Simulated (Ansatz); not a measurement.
The reference is InAs in the zinc blende structure (space group F-43m, No. 216).

```
InAs
1.0
    0.00000     3.09316     3.09316
    3.09316     0.00000     3.09316
    3.09316     3.09316     0.00000
As In
1 1
Cartesian
  4.63974   4.63974   4.63974
  0.00000   0.00000   0.00000
```

The values are results of PBE (Ansatz, a program for electronic structure), scalar-relativistic without spin-orbit coupling, not measurements.

Perturbation: Al takes the place of In on all its sites, then cell and atoms are relaxed.

Measured lattice parameter a: InAs 6.047 Å (static lattice; corrected from measurement; as listed in Daniel Mejia-Rodriguez, S. B. Trickey, Phys. Rev. B (2018)); AlAs 5.649 Å (static lattice; corrected from measurement; as listed in Daniel Mejia-Rodriguez, S. B. Trickey, Phys. Rev. B (2018)).

Task: How well does PBE reproduce the measured shift?

Result: With PBE the lattice parameter a moves by -0.458 Å (6.186 → 5.728) against -0.398 Å measured.

Stability against distortions was not tested. All final runs are without spin polarisation.
